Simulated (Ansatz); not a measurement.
Molecule (SMILES): FOF.
Geometry (B3LYP-D3(BJ)/def2-TZVP, fixed):
```
O
F 1 1.4020
F 1 1.4020 2 103.99
```
Charge 0, spin multiplicity 1.

Basis-set convergence of the dipole moment at PBE0 with Ansatz (a program for electronic structure). Dipoles come from the density behind the forces; the sign is taken along the dipole that this method gives in the largest set. Cartesian d functions, on some or all atoms, in 6-31+G*; all else is spherical. The program fits the integrals of some runs and decomposes those of others, by size. No added dispersion term, no relativity. Reference: the value in aug-pcseg-3, 0.312 D.

| basis | functions | dipole moment (D) |
|---|---|---|
| 3-21G | 27 | ___ |
| 6-31G | 27 | 0.236 |
| 6-31+G* | 57 | ___ |
| aug-pcseg-1 | 69 | ___ |
| def2-TZVPPD | 120 | 0.311 |
| aug-cc-pVTZ | 138 | ___ |
| cc-pVQZ | 165 | 0.300 |
| d-aug-cc-pVTZ | 186 | 0.313 |
| def2-QZVPPD | 198 | 0.312 |

Question: Fill in the missing entries.

Answer: 
- 3-21G, dipole moment (D): 0.153
- 6-31+G*, dipole moment (D): 0.330
- aug-pcseg-1, dipole moment (D): 0.319
- aug-cc-pVTZ, dipole moment (D): 0.317
